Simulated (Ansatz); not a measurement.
**Relaxing a trial structure of CH5Al**

The starting geometry of this gas-phase triplet was optimised with GFN2-xTB as a singlet; its bonds are those of `[CH3][AlH2]`.

```xyz
7

C    -0.0627   -0.5283   -1.2690
Al    0.2615   -0.1693    0.6555
H    -0.9021    0.0481   -1.6788
H     0.7201    1.1992    1.2208
H    -0.2969   -1.5858   -1.4487
H     0.0824   -1.2405    1.7633
H     0.8011   -0.2888   -1.9015
```

Predict what becomes of its bonds when it is optimised with B3LYP-D3(BJ)/def2-SVP.

It loosens into AlH2 + CH3, which stay close as a complex. Contacts that open: C1–Al2 (1.98 → 2.58 Å).

The energy falls by 1.79 eV over 22 steps:

```csv
step,E − E(last) (eV)
1,1.793
3,1.341
6,0.404
8,0.152
10,0.071
13,0.024
15,0.018
17,0.005
20,0.000
22,0.000
```

Final geometry (Å):

```yaml
atoms:
  - { symbol: C, position_ang: [-0.0894, -0.5611, -1.3957] }
  - { symbol: Al, position_ang: [0.8501, -0.3270, 0.9927] }
  - { symbol: H, position_ang: [-1.0628, -0.0959, -1.2280] }
  - { symbol: H, position_ang: [0.6482, 1.2627, 0.8125] }
  - { symbol: H, position_ang: [-0.0316, -1.6518, -1.4307] }
  - { symbol: H, position_ang: [-0.4050, -1.2204, 1.4696] }
  - { symbol: H, position_ang: [0.6939, 0.0283, -1.8789] }
```

No frequencies were run, so the end isn't proven a minimum. Open shells are spin-unrestricted. The triplet needn't be the ground state. Run with Ansatz 0.2.0, 52 s on 1 thread of Arm Neoverse V2, with other jobs on the host.
